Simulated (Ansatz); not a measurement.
# AlFH6Si: the cost of one run

All numbers below are computed with Ansatz 0.2.0 (RKS PBE/def2-SVP).

### 1 Starting point

Bond lengths: Al1–F2 2.040 Å, Al1–H3 1.560 Å, Al1–H4 1.560 Å, Al1–Si5 2.620 Å, Si5–H6 1.460 Å, Si5–H7 1.460 Å, Si5–H8 1.460 Å. Angles: F2–Al1–H3 120.0°, F2–Al1–H4 120.0°, F2–Al1–Si5 71.6°, H3–Al1–H4 120.0°, H3–Al1–Si5 97.0°, H4–Al1–Si5 101.2°, Al1–Si5–H6 109.5°, Al1–Si5–H7 109.5°, Al1–Si5–H8 109.5°, H6–Si5–H7 109.4°, H6–Si5–H8 109.4°, H7–Si5–H8 109.4°.

Structure file:

```xyz
9

Al    0.0000    0.0000    0.0000
F     0.0000    0.0000    2.0400
H     1.3510    0.0000   -0.7800
H    -1.3510    0.0000   -0.7800
Si    0.1095   -2.4839    0.8261
H    -0.6805   -3.3291   -0.0645
H     1.4971   -2.9379    0.8228
H    -0.4270   -2.5710    2.1812
H     0.0527   -1.1948    1.9546
```

### 2 Pulling towards end A

Springs on the bonds that form and break draw the guess towards this end; the thresholds are loose.

Input file input.yaml:

```yaml
crystal:
  periodic: [false, false, false]
  atoms:
    - { symbol: Al, position_ang: [0.0, 0.0, 0.0] }
    - { symbol: F, position_ang: [0.0, 0.0, 2.04] }
    - { symbol: H, position_ang: [1.351, 0.0, -0.78] }
    - { symbol: H, position_ang: [-1.351, 0.0, -0.78] }
    - { symbol: Si, position_ang: [0.1095, -2.4839, 0.8261] }
    - { symbol: H, position_ang: [-0.6805, -3.3291, -0.0645] }
    - { symbol: H, position_ang: [1.4971, -2.9379, 0.8228] }
    - { symbol: H, position_ang: [-0.427, -2.571, 2.1812] }
    - { symbol: H, position_ang: [0.0527, -1.1948, 1.9546] }
basis:
  gaussian: { orbitals: def2-SVP }
hamiltonian:
  xc: pbe
relax:
  f_tol: 0.15
  max_steps: 25
  restrain:
    - { distance: [0, 4], at: 3.52, k: 30.0 }
    - { distance: [8, 1], at: 2.12, k: 30.0 }
    - { distance: [0, 1], at: 1.69, k: 30.0 }
    - { distance: [8, 4], at: 1.46, k: 30.0 }
```

The run is started by

```bash
$ ansatz run input.yaml --threads 1 --pin off --max-ram 2048MiB --backend cpu --events-out ev --progress --plain --runs-dir out
```

Q: Estimate wall time and peak memory on 1 thread of Arm Neoverse V1, shared host.

About 26 s, with a peak of 0.14 GiB.
